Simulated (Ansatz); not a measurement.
`BBC` + `[AlH2][SH]` → `B[S][AlH2]` + `BC` at 600 K and 1 bar (cleavage of the B–B bond).

Gas-phase electronic energies from Ansatz, PBE0-D4/def2-TZVP geometries. CCSD(T)/CBS adds triple-zeta CCSD(T) − MP2 to the extrapolated MP2 energy (def2 sets, frozen cores). This one scheme is used for every species.

```
     species  CCSD(T)/CBS energy (Eh)  H − E (kJ/mol)  S (J/(mol·K))
       `BBC`                -91.20122           224.9          362.1
`[AlH2][SH]`               -641.61836            94.5          317.9
`B[S][AlH2]`               -667.02114           142.0          373.2
        `BC`                -65.83255           180.5          296.9
```

H − E and S are ideal-gas, rigid-rotor, harmonic terms from PBE0-D4/def2-TZVP, for one conformer and one mirror image of each species. 1 Eh = 2625.50 kJ/mol, R = 8.31446 J/(mol·K).

**Question.** By hand: ΔE, ΔH, ΔS and ΔG.

**Answer.** ΔE = (-667.02114) + (-65.83255) − (-91.20122) − (-641.61836) = -0.03411 Eh = -89.6 kJ/mol. Δ(H − E) = 142.0 + 180.5 − 224.9 − 94.5 = 3.1, so ΔH = -86.5 kJ/mol. ΔS = 373.2 + 296.9 − 362.1 − 317.9 = -9.9 J/(mol·K). ΔG = -86.5 − 600 × (-9.9)/1000 = -80.6 kJ/mol.

**Question.** By hand: the equilibrium constant, and the temperature at which ΔG would vanish if ΔH and ΔS stayed fixed.

**Answer.** log₁₀ K = −ΔG/(RT ln 10) = 7.0. ΔG = 0 at ΔH/ΔS = 8737 K, far beyond where these terms or the molecules hold.

The number of gas molecules stays the same, so ΔS is small and ΔH decides. A doubt of 5 kJ/mol in ΔE shifts log₁₀ K by 0.4 here. Other conformers and mirror images would add mixing entropy, several J/(mol·K) or more a flexible species. These are equilibria of isolated gas molecules and say nothing of rates. Largest T1 diagnostic: 0.014 (customary marks: 0.02 for closed shells, 0.045 for open ones).
